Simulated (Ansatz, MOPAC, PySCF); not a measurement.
Dissociation curve of LiF, singlet.

Methods: RKS-BP86/6-31G* = restricted BP86/6-31G*, spherical d (PySCF 2.14.0); AM1, restricted, heats of formation (MOPAC); UKS-B3LYP/LANL2DZ = unrestricted B3LYP/LANL2DZ run with PySCF; FCI = full CI/cc-pVDZ, frozen core (Ansatz, a program for electronic structure).

Energies relative to the lowest point of each curve near equilibrium, in kJ/mol; the last columns give the difference from FCI:

```
R / Å  RKS-BP86/6-31G*    AM1  UKS-B3LYP/LANL2DZ    FCI  RKS-BP86/6-31G* − FCI  AM1 − FCI  UKS-B3LYP/LANL2DZ − FCI
-----  ---------------  -----  -----------------  -----  ---------------------  ---------  -----------------------
1.25             168.6  141.1              187.5  195.6                  -27.0      -54.5                     -8.1
1.33              79.6   70.6               94.0   97.0                  -17.5      -26.4                     -3.1
1.39              39.2   36.1               50.3   51.1                  -11.9      -15.0                     -0.8
1.50               4.4    4.1                9.2    8.6                   -4.2       -4.5                      0.6
1.55               0.2    0.1                2.0    1.6                   -1.4       -1.5                      0.4
1.56               0.0    0.0                1.3    0.9                   -0.9       -0.9                      0.3
1.59               0.5    0.7                0.0    0.0                    0.5        0.7                      0.0
1.67               8.0   10.0                3.3    4.5                    3.5        5.4                     -1.3
1.74              19.7   25.0               11.8   14.6                    5.1       10.5                     -2.8
1.80              32.1   41.7               21.9   26.2                    6.0       15.5                     -4.2
1.94              66.1   89.7               51.6   59.8                    6.3       29.9                     -8.2
2.11             111.0  156.1               92.6  106.3                    4.7       49.8                    -13.7
2.34             171.7  246.6              148.8  171.0                    0.7       75.6                    -22.2
2.60             235.7  338.2              208.1  241.3                   -5.6       96.9                    -33.1
2.79             277.7  395.1              247.3  289.2                  -11.5      105.9                    -41.9
3.17             347.6  483.7              314.2  373.7                  -26.2      110.0                    -59.5
3.45             387.1  531.3              349.9  424.6                  -37.5      106.8                    -74.7
3.85             428.4  581.0              383.7  476.1                  -47.8      104.8                    -92.5
4.23             455.1  614.8              404.8  500.2                  -45.1      114.6                    -95.4
4.69             477.3  645.0              422.1  510.1                  -32.7      135.0                    -88.0
5.40             499.5  678.2              438.8  513.8                  -14.3      164.5                    -75.0
```

RKS-BP86/6-31G* is furthest from FCI at 3.85 (-47.8 kJ/mol, below); its mean absolute difference over the points is 14.8 kJ/mol.

AM1 is furthest from FCI at 5.40 (164.5 kJ/mol, above); its mean absolute difference over the points is 58.5 kJ/mol.

UKS-B3LYP/LANL2DZ is furthest from FCI at 4.23 (-95.4 kJ/mol, below); its mean absolute difference over the points is 29.8 kJ/mol.

The scan ran from 1.25 to 6.25 Å; beyond the distances shown full CI changes its symmetry label. The restricted form behind RKS-BP86/6-31G*, AM1 keeps the bonding electrons paired and can't separate into open-shell fragments. The unrestricted determinant behind UKS-B3LYP/LANL2DZ is spin-contaminated at 3.45 to 5.40 Å (<S²> up to 0.6, against 0.00 for a pure singlet).
